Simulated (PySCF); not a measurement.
Structure problem from calculated spectra and properties.

Formula: CH3Li.

| Property | Result |
| --- | --- |
| Dipole | 5.68 D [CAM-B3LYP/aug-cc-pVTZ] |
| Rotational structure | rotational constants A, B, C: 163.187, 22.861, 22.861 GHz [PBE0-D3(BJ)/def2-TZVP] |
| UV, first state | lowest singlet excitation: 3.07 eV (404 nm, f = 0.082) [TDDFT CAM-B3LYP/aug-cc-pVTZ] |
| UV, strongest line | among the 10 lowest singlet transitions: S2/S3 at 4.31 eV (288 nm, f = 0.143 summed over these states) [TDDFT CAM-B3LYP/aug-cc-pVTZ] |
| NMR, other nuclei | isotropic shieldings of nuclei other than C and H, by class: 86 (1 Li) ppm [GIAO PBE0/pcSseg-2] |
| 13C NMR | chemical shifts (computed TMS as zero) by class: -25.9 (1 C) ppm [GIAO PBE0/pcSseg-2] |
| Triplet | lowest triplet excitation (Tamm–Dancoff): 2.67 eV [TDA CAM-B3LYP/aug-cc-pVTZ] |

The electronic properties come from PySCF, for the isolated species, density fitting. Levels stand in brackets. Geometry: PBE0-D3(BJ)/def2-TZVP; no solvent, vibrations or thermal averaging. NMR values are class means; diastereotopic atoms form classes of their own.

Question: Propose a structure and show how it fits.

Answer: The one carbon: methyl carbon (-25.9 ppm). The other shieldings belong to: 86 ppm, lithium bonded to C. S1 is mainly HOMO→LUMO (weight 0.92); the largest Löwdin shares of the orbital it empties are 0.58 on the methyl carbon, of the orbital it fills 0.81 on the lithium bonded to C and 0.07 on the methyl carbon. The optimised geometry has point group C3v and is a prolate symmetric top. Structure: `[Li][CH3]`.
